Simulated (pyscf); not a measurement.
GaH₂• (SMILES [GaH2]) + CH₄ (SMILES C) → GaH₃ (SMILES [GaH3]) + CH₃• (SMILES [CH3]) (hydrogen abstraction; doublet surface; C–H broken, Ga–H formed). PySCF, gas phase, ωB97X-D3(BJ)/def2-SVP geometries. MP2 and CC: frozen core, UHF for open shells. ΔMP2 is the change of the MP2 total energy from the triple- to the quadruple-zeta basis. Energies in kcal/mol from the separated reactants.

```tsv
level	barrier	reaction energy
r²SCAN/def2-TZVP	?	+25.5
M06-2X/def2-TZVP	35.3	+30.9
ωB97M-D3(BJ)/def2-TZVP	33.3	+28.1
HF/def2-TZVP	35.8	+20.6
MP2/def2-QZVPP	34.2	+27.3
CCSD(T)/def2-TZVPP	32.1	+25.9
CCSD(T)/def2-TZVPP + ΔMP2(QZVPP)	?	?
```

### Question
What belongs in the gaps?

### Answer

- r²SCAN/def2-TZVP, barrier: 28.7
- CCSD(T)/def2-TZVPP + ΔMP2(QZVPP), barrier: 31.7
- CCSD(T)/def2-TZVPP + ΔMP2(QZVPP), reaction energy: +25.6

One saddle was located; it need not be the lowest between these sides. The angle at the transferred H is 180°. The CCSD(T) − MP2 part came from Ansatz, without density fitting, on the same reference. The frozen core leaves the outer d or s,p core shells of the metals and heavy elements correlated in the MP2 and CC values, and def2-TZVPP describes them poorly, which can shift differences by a few kcal/mol. Elements up to Kr have no core potential and no relativistic terms here.
